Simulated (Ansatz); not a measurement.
# HO+ (singlet): wave-function methods side by side at distance O1–H2 = 2.867 Å, aug-cc-pVDZ

The task here is to estimate one member of a computed series from the others.

Computed with Ansatz 0.2.0, Gaussian basis. Level: aug-cc-pVDZ, core rule «outside noble gas», up to 1 orbitals frozen.

Plan: UHF; CCSD(T) on RHF; CCSD(T) on UHF; BCCD(T) on RHF; CISD; CCSDT(Q) on RHF; CCSDT(Q) on UHF; CASSCF and MRCISD+Q, 2 electrons in 2 orbitals; CASSCF and NEVPT2, 2 electrons in 2 orbitals; CASSCF and MRCISD+Q, 6 electrons in 5 orbitals; CASSCF and NEVPT2, 6 electrons in 5 orbitals; Full CI; Full CI in the symmetry of the determinant.

30 further runs of the same task are left out: 2 for a known fault of the program, 18 that didn't finish, 10 set aside as unsound or not needed.

## What is computed

The geometry derives from a PBE0/def2-TZVP stationary point (not a proven minimum). One bond is set to the value named and the two fragments are kept rigid.

2 atoms, charge 1, spin multiplicity 1.

Atoms are counted from 1 here; the program's logs count them from 0.

No contacts short enough for the rule that draws bonds.

Set-up of the first run:

in.yaml reads:

```yaml
crystal:
  periodic: [false, false, false]
  atoms:
    - {symbol: O, position_ang: [0.000000, 0.000000, 0.000000]}
    - {symbol: H, position_ang: [0.000000, 0.000000, 2.867000]}
basis:
  gaussian: {orbitals: aug-cc-pVDZ}
total_charge: 1
magnetization: {spin_polarized: true, initial_magnetization: 0}
hamiltonian: {xc: hf}
output: {orbitals: {seedname: orbitals}}
```

Command:

```bash
> ansatz run in.yaml --threads 1 --pin off --events-out ev --progress --plain --max-ram 2393MiB
```

Steps of the session up to this table: UHF; CCSD(T) on RHF; CCSD(T) on UHF; BCCD(T) on RHF; CISD; CCSDT(Q) on RHF; CCSDT(Q) on UHF; CASSCF and MRCISD+Q, 2 electrons in 2 orbitals; CASSCF and NEVPT2, 2 electrons in 2 orbitals; CASSCF and MRCISD+Q, 6 electrons in 5 orbitals; CASSCF and NEVPT2, 6 electrons in 5 orbitals; Full CI; Full CI in the symmetry of the determinant.

One table of the session follows, with a row left open; its other results are not shown here.

| method | from FCI (meV) |
| --- | --- |
| RHF | +4996.1 |
| RMP2 | +1412.5 |
| CISD | +716.4 |
| RCCSD | ? |
| RCCSD(T) | +237.7 |
| BCCD(T) | +230.0 |
| RCCSDT | +19.3 |
| RCCSDT(Q) | -15.1 |
| CASSCF pair | +3903.9 |
| NEVPT2 pair | +498.6 |
| MRCISD pair | +182.3 |
| MRCISD+Q pair | +0.6 |
| CASSCF valence | +3474.8 |
| NEVPT2 valence | +557.8 |
| MRCISD valence | +116.9 |
| MRCISD+Q valence | -6.5 |
| FCI | 0 |

**Question.** Estimate the row for RCCSD.

The run gave: from FCI (meV): +477.7. In the column «from FCI (meV)» it lies between RCCSD(T) (+237.7) and NEVPT2 pair (+498.6).

Among the levels timed on like hardware and quicker than the yardstick, those that no quicker one beats, quickest first: NEVPT2 valence (0.36 s, +557.8 meV); NEVPT2 pair (0.63 s, +498.6 meV); BCCD(T) (0.72 s, +230.0 meV); MRCISD+Q valence (0.75 s, -6.5 meV); MRCISD+Q pair (1.2 s, +0.6 meV). Runs this short are mostly start-up, so their order is noise.

Left out of the table: UHF, UMP2, UCCSD, UCCSD(T), UCCSDT, UCCSDT(Q) (another determinant or state than the rows shown).

Caveats from the session: The report flags that the cluster equations may have other roots. The yardstick is full CI for this spin, exact in this basis with these frozen cores. The program flags RCCSDT(Q) as in doubt, so those rows may rest on another solution; read them beside their warnings. RCCSDT(Q), MRCISD+Q valence fall below full CI, which methods that aren't variational can do. With 2.0 effectively unpaired electrons against 0 the state is strongly multireference. Of the multireference levels listed MRCISD+Q pair comes nearest in total energy (+0.6 meV), which doesn't show that its space is the better one. Warnings in the runs' records: large difference, other roots.
